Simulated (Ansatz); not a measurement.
# MgSCl radical (SMILES [S][Mg][Cl]): one structure at several levels

One table from this session's results is given with a row withheld; the runs are named, their logs left out.

Program: Ansatz 0.2.0, Gaussian basis. Level of theory: single points in def2-TZVPP. These are calculated values, not measurements.

Correlated methods freeze the cores. The outer core shell of Li, Na, Mg and K is correlated. Orbitals are unrestricted.

## The starting structure

3 atoms, charge 0, spin multiplicity 2.

Atoms are counted from 1 here; the program's logs count them from 0.

Bond lengths: S1–Mg2 2.402 Å, Mg2–Cl3 1.990 Å. Angles: S1–Mg2–Cl3 174.1°.

As a file:

```xyz
3

S     0.5004    2.1848    0.4010
Mg    0.0483   -0.1230   -0.0882
Cl   -0.5241   -1.9900   -0.4710
```

Set-up of the first run:

Contents of run/in.yaml:

```yaml
crystal:
  periodic: [false, false, false]
  atoms:
    - {symbol: S, position_ang: [0.500400, 2.184800, 0.401000]}
    - {symbol: Mg, position_ang: [0.048300, -0.123000, -0.088200]}
    - {symbol: Cl, position_ang: [-0.524100, -1.990000, -0.471000]}
basis:
  gaussian: {orbitals: def2-TZVPP}
magnetization: {spin_polarized: true, initial_magnetization: 1}
correlation: {method: ccsd_t}
scf: {omitted_lower_state_checks: [cluster_reference]}
output: {forces: true}
```

No record of the launch command was kept for these runs.

Steps of the session up to this table: CCSD(T)/def2-TZVPP; PBE0-D4/def2-TZVPP; wB97M-V/def2-TZVPP; r2SCAN-D4/def2-TZVPP; PBE-D4/def2-TZVPP; r2SCANh-D4/def2-TZVPP; r2SCAN0-D4/def2-TZVPP.

One of the session's tables, all rows but one given; the rest of the session is left out.

| method | RMS force component (eV/Å) | angle to CCSD(T) forces (°) | dipole (D) |
| --- | --- | --- | --- |
| CCSD(T) | 1.965 | reference | 0.84 |
| PBE0-D4 | 1.906 | 1.0 | 0.81 |
| wB97M-V | 1.938 | 1.0 | 0.85 |
| r2SCAN-D4 | 1.924 | 0.4 | 0.82 |
| PBE-D4 | 1.933 | 1.1 | 0.71 |
| r2SCANh-D4 | ? | ? | ? |
| r2SCAN0-D4 | 1.906 | 1.6 | 0.87 |

Q: Estimate the row for r2SCANh-D4 from the others.

Worked estimate for «RMS force component (eV/Å)». Against the share of exact exchange, r2SCAN-D4 (0, 1.924), r2SCAN0-D4 (0.25, 1.906) give a slope of -0.072 per unit share; at 0.1 the line stands at 1.917.

As computed: RMS force component (eV/Å): 1.917; angle to CCSD(T) forces (°): 0.9; dipole (D): 0.84. In «RMS force component (eV/Å)» the line misses by 0.000.
